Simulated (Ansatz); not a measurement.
**OF+ (singlet): wave-function methods side by side, cc-pVTZ**

An exercise on one series of results from a longer session: the logs are not shown, and one member is left open.

Computed with Ansatz 0.2.0, Gaussian basis. Level: cc-pVTZ, core rule «outside noble gas», up to 2 orbitals frozen.

To be run: UHF; CCSD(T) on RHF; CCSD(T) on UHF; BCCD(T) on RHF; CISD; CCSDT(Q) on RHF; CASSCF and MRCISD+Q, 12 electrons in 8 orbitals; CASSCF and NEVPT2, 12 electrons in 8 orbitals.

1 further run of the same task is left out (it didn't finish).

### The geometry

The geometry is a PBE0/def2-TZVP stationary point (not a proven minimum).

2 atoms, charge 1, spin multiplicity 1.

Atoms are counted from 1 here; the program's logs count them from 0.

Bond lengths: O1–F2 1.208 Å.

The first run:

in.yaml reads:

```yaml
crystal:
  periodic: [false, false, false]
  atoms:
    - {symbol: O, position_ang: [0.000000, 0.000000, 0.000000]}
    - {symbol: F, position_ang: [0.000000, 0.000000, 1.208300]}
basis:
  gaussian: {orbitals: cc-pVTZ}
total_charge: 1
magnetization: {spin_polarized: true, initial_magnetization: 0}
hamiltonian: {xc: hf}
output: {orbitals: {seedname: orbitals}}
```

On the command line:

```bash
ansatz run in.yaml --threads 1 --pin off --events-out ev --progress --plain --max-ram 2393MiB
```

Among the steps run: UHF; CCSD(T) on RHF; CCSD(T) on UHF; BCCD(T) on RHF; CISD; CCSDT(Q) on RHF; CASSCF and MRCISD+Q, 12 electrons in 8 orbitals; CASSCF and NEVPT2, 12 electrons in 8 orbitals.

One table of the session follows, with a row left open; its other results are not shown here.

It belongs to the step «Misses and costs». 

| method | from RCCSDT(Q) (meV) |
| --- | --- |
| RHF | +14044.8 |
| UHF | +11885.0 |
| RMP2 | +1354.0 |
| UMP2 | +269.3 |
| CISD | +2059.1 |
| RCCSD | +1081.2 |
| UCCSD | -249.4 |
| RCCSD(T) | +400.9 |
| UCCSD(T) | -849.5 |
| BCCD(T) | +417.0 |
| RCCSDT | +209.0 |
| RCCSDT(Q) | 0 |
| CASSCF valence | +10159.6 |
| NEVPT2 valence | +1342.9 |
| MRCISD valence | ? |
| MRCISD+Q valence | +123.9 |

Estimate the missing values for MRCISD valence.

**Answer.** from RCCSDT(Q) (meV): +687.8. In the column «from RCCSDT(Q) (meV)» it lies between BCCD(T) (+417.0) and RCCSD (+1081.2).

The program flags UCCSD(T), RCCSDT(Q) as in doubt (see the logs), so the zero of the table is itself unsure.

Caveats from the session: The determinant is far from a pure spin state, so its energy mixes those of several spin states (harmless only where they are near-degenerate, as at dissociation). The report flags that the cluster equations may have other roots. The program flags UCCSD(T), RCCSDT(Q) as in doubt, so the zero of the table is itself unsure. Warnings: restricted reference is unstable; spin contamination; large T1 diagnostic. Restricted and unrestricted rows rest on different reference determinants; where their highest levels disagree by more than a few hundredths of an eV, they describe different states and don't form one ladder.
